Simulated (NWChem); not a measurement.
The numbers come from NWChem runs, not from measurements. System: chlorine (Cl₂), charge 0, spin multiplicity 1, at a geometry optimised with PBE0/def2-SVP. Level: RI-MP2/cc-pVTZ, 10 core orbitals frozen.

Job file:

```
start mol
memory heap 200 mb stack 800 mb global 1000 mb
geometry units angstroms nocenter noautoz
  Cl     0.000000     0.000000     1.012768
  Cl     0.000000     0.000000    -1.012768
  symmetry group D2h
end
basis spherical
  * library cc-pvtz
end
basis "ri-mp2 basis" spherical
  * library cc-pvtz-ri
end
scf
  rhf
  nopen 0
  maxiter 100
  thresh 1e-7
  semidirect memsize 60000000 filesize 0
end
mp2
  freeze core 10
end
task rimp2 energy
```

Part of the output:

```
             Northwest Computational Chemistry Package (NWChem) 7.3.0
             --------------------------------------------------------

                                NWChem Input Module
                                -------------------

 Scaling coordinates for geometry "geometry" by  1.889725989
 (inverse scale =  0.529177249)

 Turning off AUTOSYM since
 SYMMETRY directive was detected!

                             Geometry "geometry" -> ""
                             -------------------------

 Output coordinates in angstroms (scale by  1.889725989 to convert to a.u.)

  No.       Tag          Charge          X              Y              Z
 ---- ---------------- ---------- -------------- -------------- --------------
    1 Cl                  17.0000     0.00000000     0.00000000     1.01276800
    2 Cl                  17.0000     0.00000000     0.00000000    -1.01276800

 Effective nuclear repulsion energy (a.u.)      75.5021016466

            Nuclear Dipole moment (a.u.)
            ----------------------------
        X                 Y               Z
 ---------------- ---------------- ----------------
     0.0000000000     0.0000000000     0.0000000000

      Symmetry information
      --------------------

 Group name             D2h
 Group number             26
 Group order               8
 No. of unique centers     1

      Symmetry unique atoms

     1


 Summary of "ao basis" -> "" (spherical)
 ------------------------------------------------------------------------------
       Tag                 Description            Shells   Functions and Types
 ---------------- ------------------------------  ------  ---------------------
 *                          cc-pvtz                   on all atoms

 Summary of "ri-mp2 basis" -> "" (spherical)
 ------------------------------------------------------------------------------
       Tag                 Description            Shells   Functions and Types
 ---------------- ------------------------------  ------  ---------------------
 *                         cc-pvtz-ri                 on all atoms
[...]
                               --------------------

 Summary of "ri-mp2 basis" -> "ri-mp2 basis" (spherical)
 ------------------------------------------------------------------------------
       Tag                 Description            Shells   Functions and Types
 ---------------- ------------------------------  ------  ---------------------
 Cl                        cc-pvtz-ri               32      122   10s8p7d5f2g

 SCF Reference Information:
            File: './mol.movecs'
           Title: ''
    Size (AOxMO):     68 x     68
       Total Occ:              34.00
 RI-MP2 Calculation Information:
          Nr. of AO basis functions:         68
     Nr. of fitting basis functions:        244
               Nr. of MO spin cases:          1
        Nr. of MOs to be correlated:         58
     Nr. of occupied MOs correlated:          7
      Nr. of virtual MOs correlated:         51

          RI integral approximation: 'V'
    Threshold for Schwarz screening:  1.000E-09
 Smallest eigenvalue retained in fit  1.000E-08
    Type of storage for MO integrals 'EAF library'

 Transformation block size    7, requiring     1 integral passes.
 XForm_3cInts: Completed     1:    7 pass.
 Energy evaluation using block sizes     7    7
 RIMP2_V_E2: Approx. ints. done (    1:    7,    1:    7)
 RIMP2_V_E2: Copy to B done (    1:    7,    1:    7)
 RIMP2_V_E2: Denominators done (    1:    7,    1:    7)
 RIMP2_V_E2: Completed block (    1:    7,    1:    7)

          -------------------------------------------
          SCF energy                -918.998062470791
          Correlation energy          -0.378435668010
          Total MP2 energy          -919.376498138801
          -------------------------------------------

 -----------------------
 Performance information
 -----------------------

 Timer overhead =  2.63D-07 seconds/call

               Nr. of calls         CPU time (s)                 Wall time (s)                GFlops
             ---------------    -------------------     ------------------------------   -------------------
Name         Min   Avg   Max    Min     Avg     Max     Min     Avg     Max   Mx/calls   Min     Max     Sum
Overall       1     1     1    3.5     3.5     3.5      3.5     3.5     3.5     3.5      0.0     0.0     0.0
3c integr     1     1     1   0.59    0.59    0.59     0.59    0.59    0.59    0.59      0.0     0.0     0.0
Energy        1     1     1   4.57E-2 4.57E-2 4.57E-2  4.57E-2 4.57E-2 4.57E-2 4.57E-2   0.0     0.0     0.0
3c integr     1     1     1   0.57    0.57    0.57     0.57    0.57    0.57    0.57      0.0     0.0     0.0
First 2/3     3     3     3   4.40E-3 4.40E-3 4.40E-3  4.40E-3 4.40E-3 4.40E-3 1.47E-3   0.0     0.0     0.0
Final 1/3     1     1     1   4.11E-3 4.11E-3 4.11E-3  4.11E-3 4.11E-3 4.11E-3 4.11E-3   0.0     0.0     0.0
Write 3c      1     1     1   7.84E-4 7.84E-4 7.84E-4  7.85E-4 7.85E-4 7.85E-4 7.85E-4   0.0     0.0     0.0
Read 3c i     1     1     1   4.61E-4 4.61E-4 4.61E-4  4.62E-4 4.62E-4 4.62E-4 4.62E-4   0.0     0.0     0.0
Fitting b     1     1     1   4.75E-2 4.75E-2 4.75E-2  4.75E-2 4.75E-2 4.75E-2 4.75E-2   0.0     0.0     0.0
Schwarz i     1     1     1   4.18E-2 4.18E-2 4.18E-2  4.18E-2 4.18E-2 4.18E-2 4.18E-2   0.0     0.0     0.0
Form 4ci      1     1     1   6.14E-3 6.14E-3 6.14E-3  6.14E-3 6.14E-3 6.14E-3 6.14E-3   0.0     0.0     0.0
Form A &      1     1     1   3.70E-2 3.70E-2 3.70E-2  3.70E-2 3.70E-2 3.70E-2 3.70E-2   0.0     0.0     0.0
Denominat     1     1     1   3.68E-4 3.68E-4 3.68E-4  3.68E-4 3.68E-4 3.68E-4 3.68E-4   0.0     0.0     0.0
Pair Ener     1     1     1   8.91E-4 8.91E-4 8.91E-4  8.91E-4 8.91E-4 8.91E-4 8.91E-4   0.0     0.0     0.0

 The average no. of pstat calls per process was 1.60D+01
 with a timing overhead of 4.21D-06s

 Task  times  cpu:        3.5s     wall:        3.5s

 Total times  cpu:        3.5s     wall:        3.5s
```
